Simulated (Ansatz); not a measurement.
Compare A (`C=CCCO`) with its isomer B (`CC1CCO1`).

Computed with Ansatz on PBE0-D4/def2-TZVP structures; ΔE is electronic, products minus reactants. CBS: MP2 limit from def2 TZ/QZ plus the TZ coupled-cluster correction, frozen cores. Functionals use def2-TZVPP. B3LYP here is the variant with VWN-RPA as its local correlation; programs differ in this. Each species was taken in one conformer, which may not be the lowest.

Task: Which isomer does CCSD(T)/CBS put lower? Give the gap. (An estimate is asked.)

Result: Ansatz gave: A, by 25.5 kJ/mol.

Task: Give E(B) − E(A) in kJ/mol with PBE0-D4, B3LYP-D4, CCSD(T)/def2-TZVPP, MP2/def2-TZVPP, PBE-D4, r2SCAN-D4, B3LYP. (Estimate.)

Result: Computed: PBE0-D4 9.7, B3LYP-D4 26.9, CCSD(T)/def2-TZVPP 21.9, MP2/def2-TZVPP 19.2, PBE-D4 13.5, r2SCAN-D4 17.9, B3LYP 25.8. None reverses the order clearly.

Largest T1 diagnostic: 0.010.

From PBE to PBE0 (25 % exact exchange), in def2-TZVPP and without D4, E(B) − E(A) moves by −3.8 kJ/mol. In def2-TZVPP, CCSD(T) changes the Hartree–Fock value by −4.2 kJ/mol (the triples alone add +1.1 kJ/mol) and MP2 by −7.0 kJ/mol.
